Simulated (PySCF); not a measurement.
# PySCF run on AlCl

The script input.py:

```python
from pyscf import gto, dft

mol = gto.M(
    atom='Al 0 0 0; Cl 0 0 1.949',
    basis='6-31+g*',
    charge=0,
    spin=0,
    verbose=3,
)
mf = dft.RKS(mol, xc='bp86')
mf.kernel()
mf.analyze()
print('orbital energies (hartree):', mf.mo_energy[..., max(0, mol.nelec[1]-3):mol.nelec[0]+3].round(4))
```

```bash
$ OMP_NUM_THREADS=1 python input.py
```

The log (some set-up lines and the per-cycle HOMO/LUMO lines with their warnings removed):

```
converged SCF energy = -702.693406648132
**** MO energy ****
[4 lines left out]
MO #5   energy= -7.0039724063179   occ= 2
MO #6   energy= -7.00397240631786  occ= 2
MO #7   energy= -3.96036020232926  occ= 2
MO #8   energy= -2.56441505572578  occ= 2
MO #9   energy= -2.56441505572578  occ= 2
MO #10  energy= -2.56122941528476  occ= 2
MO #11  energy= -0.767346408993067 occ= 2
MO #12  energy= -0.391938900322792 occ= 2
MO #13  energy= -0.320751759164994 occ= 2
MO #14  energy= -0.32075175916499  occ= 2
MO #15  energy= -0.215578032506532 occ= 2
MO #16  energy= -0.0817357295454202 occ= 0
MO #17  energy= -0.0817357295454181 occ= 0
MO #18  energy= -0.00924785055922417 occ= 0
[26 lines left out]
 ** Mulliken atomic charges  **
charge of    0Al =      0.24057
charge of    1Cl =     -0.24057
Dipole moment(X, Y, Z, Debye): -0.00000,  0.00000, -0.45417
orbital energies (hartree): [-0.3208 -0.3208 -0.2156 -0.0817 -0.0817 -0.0092]
```

In short: E(SCF) = -702.693407 Eh, μz(SCF) = -0.45 D.

Run time: 1.6 s on 1 thread of Arm Neoverse V2 (shared host), peak memory 0.17 GiB.

Stability towards an unrestricted solution was not tested. The bond length is a typed value, not an optimised one.
